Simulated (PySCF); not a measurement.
Compound: chlorobenzene, C6H5Cl.
SMILES with atom numbers: `[Cl:1][c:2]1[cH:3][cH:4][cH:5][cH:6][cH:7]1` (hydrogens: H8 on C3; H9 on C4; H10 on C5; H11 on C6; H12 on C7)

Computed, not measured: PySCF 2.14.0, PBE0-D3(BJ)/def2-TZVP geometry optimisation, gas phase.

Problem. Give the optimised bond lengths and angles.

Solution. 
```tsv
bond	length (Å)
Cl1–C2	1.729
C2–C3, C2–C7	1.386
C3–C4, C6–C7	1.386
C4–C5, C5–C6	1.387
C3–H8, C7–H12	1.082
C4–H9, C6–H11	1.084
C5–H10	1.083
```

Bonds in one row agree within 0.01 Å and their mean is given. A selection of angles:
```tsv
angle	degrees
Cl1–C2–C3	119.4
C3–C2–C7	121.2
C2–C3–C4	119.1
C2–C3–H8	119.8
C4–C3–H8	121.1
C3–C4–C5	120.5
C3–C4–H9	119.4
C5–C4–H9	120.2
C4–C5–C6	119.7
C4–C5–H10	120.1
```

The 7 heavy atoms lie in one plane (0.000 Å rms). The 6-membered ring C2–C3–C4–C5–C6–C7 has internal angles of 119.1° to 121.2°; it is planar, 0.00 Å rms from its mean plane, widest ring torsion 0°. All 6 C–C bonds measure 1.386 to 1.387 Å.

Point group: C2v (tolerance 0.08 Å). No frequency check.

Hardware: Intel Xeon at 2.50 GHz, 2 threads (shared host). Cost: 14 min wall, 20 min CPU, 1.4 GiB resident at most. That covers the optimisation of the geometry.
